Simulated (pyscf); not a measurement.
Elementary routes open to H₃C–Si:–Cl [singlet] in the gas phase (singlet surface):
A. H₂C=SiH–Cl (C–H broken; H–Si formed)
B. H₂C=Si: [singlet] + hydrogen chloride (HCl) (C–H, Cl–Si broken; Cl–H formed)

Structures and frequencies: ωB97X-D3(BJ)/def2-SVP in PySCF. Correlated levels are frozen-core, on RHF or UHF. ΔMP2 is the change of the MP2 total energy from the triple- to the quadruple-zeta basis.

Problem. Rank the routes by free-energy barrier at 600 K, lowest first, for CCSD(T)/def2-TZVPP + ΔMP2(QZVPP) energies (ideal gas, 1 atm, RRHO with modes under 100 cm⁻¹ raised to 100, one conformer, R ln 2 for rigid chiral ones).

Solution. A (1.85 eV), B (2.64 eV)

Route A is the fastest of these, ahead of the next by 0.79 eV. The most stable products are those of A (ΔG = +0.46 eV), so kinetics and thermodynamics agree. At 1200 K A is still the fastest. B: On the product side the descent ends in a complex, 0.26 eV under the separated species and 0.17 eV under the saddle at ωB97X-D3(BJ)/def2-TZVP. Only these routes are compared; each barrier is that of the saddle found, and lower ones may exist. The CCSD(T) − MP2 part came from Ansatz, without density fitting, on the same reference. The largest closed-shell T1 diagnostic is 0.031, which may signal static correlation.
